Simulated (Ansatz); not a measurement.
**BSiH2+ (triplet): the correlation ladder, def2-TZVPP**

One table from this session's results is given with a row withheld; the runs are named, their logs left out.

Method: def2-TZVPP, core rule «outside noble gas», up to 6 orbitals frozen; program: Ansatz 0.2.0, Gaussian basis.

The runs, in order: UHF; ROHF; CCSD(T) on UHF.

2 further runs of the same task are left out: 2 set aside as unsound or not needed.

**The system**

The geometry is a PBE0/def2-TZVP stationary point (not a proven minimum) of the parent state, kept for this charge and spin.

4 atoms, charge 1, spin multiplicity 3.

Atoms are counted from 1 here; the program's logs count them from 0.

Bond lengths: Si1–B2 1.844 Å, B2–H3 1.322 Å, B2–H4 1.185 Å. Angles: Si1–B2–H3 66.1°, Si1–B2–H4 177.9°, H3–B2–H4 116.0°.

The first run:

The input, in.yaml:

```yaml
crystal:
  periodic: [false, false, false]
  atoms:
    - {symbol: Si, position_ang: [0.000000, -0.005322, 0.594837]}
    - {symbol: B, position_ang: [0.000000, -0.077872, -1.247918]}
    - {symbol: H, position_ang: [0.000000, 1.150544, -0.760155]}
    - {symbol: H, position_ang: [0.000000, -0.167010, -2.429569]}
basis:
  gaussian: {orbitals: def2-TZVPP}
total_charge: 1
magnetization: {spin_polarized: true, initial_magnetization: 2}
hamiltonian: {xc: hf}
output: {orbitals: {seedname: orbitals}}
```

Command:

```sh
> ansatz run in.yaml --threads 1 --pin off --events-out ev --progress --plain --max-ram 4096MiB --backend cpu
```

Steps of the session up to this table: UHF; ROHF; CCSD(T) on UHF.

One of the session's tables, all rows but one given; the rest of the session is left out.

```
  method  from UCCSD(T) (kcal/mol)
    ROHF                   +129.20
     UHF                         ?
    UMP2                    +25.93
   UCCSD                     +5.42
UCCSD(T)                         0
```

Estimate the missing values for UHF.

As computed: from UCCSD(T) (kcal/mol): +123.79. In the column «from UCCSD(T) (kcal/mol)» it lies between UMP2 (+25.93) and ROHF (+129.20).
